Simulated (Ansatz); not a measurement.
Ansatz (a program for electronic structure) input:

Ansatz 0.2 input:
```yaml
crystal:
  periodic: [false, false, false]
  atoms:
    - {symbol: O, position_ang: [1.13995611, -0.25449883, 0.02054648]}
    - {symbol: O, position_ang: [0.00546174, 0.47936869, 0.02574851]}
    - {symbol: O, position_ang: [-1.14541786, -0.22486987, -0.04629499]}
basis:
  gaussian:
    orbitals: def2-TZVP
hamiltonian:
  xc: b3lyp
  dispersion: d3bj
total_charge: -1
magnetization: {spin_polarized: true, initial_magnetization: 1}
phonons: {temperatures: {t_min: 298.15, t_max: 298.15, t_step: 100}}
```

### Question
Which total energy does the run end on?

### Answer
-225.60057 Eh (B3LYP-D3(BJ)/def2-TZVP). The basis has 93 functions.
